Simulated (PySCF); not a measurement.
Numbering as in the mapped SMILES `[O:1]=[N+:2]([O-:3])[F:4]`.

Geometry: PBE0-D3(BJ)/def2-TZVP; GIAO shifts from PySCF, gas phase, non-relativistic, averaged over equivalent atoms.

At KT3/pcSseg-2 (144 basis functions, 6.8 s wall time on 1 thread of an Arm Neoverse V2, shared host):
```tsv
atoms	δ (ppm)
O1/O3	431.6
N2	313.2
F4	341.8
```

Referencing at the same level of theory: $^{17}$O (σref 325.30) vs H2O; NH3 for $^{15}$N (σref 261.05); CFCl3 for $^{19}$F (σref 145.48).

Task: What do these become at B97-2/pcSseg-2?

Result: 
| atoms | δ at B97-2/pcSseg-2 | change |
| --- | --- | --- |
| O1/O3 | 454.0 | +22.4 |
| N2 | 325.4 | +12.2 |
| F4 | 374.2 | +32.4 |

Shifts are taken against calculated references (same method and geometry level): H2O for $^{17}$O (σref 327.66); $^{15}$N (σref 261.75) vs NH3; $^{19}$F (σref 175.98) against CFCl3.

The largest change is at F4 (fluorine bonded to N). Cost: 144 basis functions, 5.8 s wall time on 1 thread of an Arm Neoverse V2, shared host.

Unscaled 19F shifts against computed CFCl3 carry errors that often reach 10 to 50 ppm. Unscaled 17O shifts of doubly bonded oxygen tend to come out too high, by tens of ppm or more. Experimental scales use liquid or dissolved standards, which lie at an offset from isolated NH3 (liquid NH3: subtract about 20 ppm) and H2O (liquid H2O: subtract about 36 ppm). Unscaled 15N shifts of sp2 nitrogen come out 20 to 40 ppm too high even then.
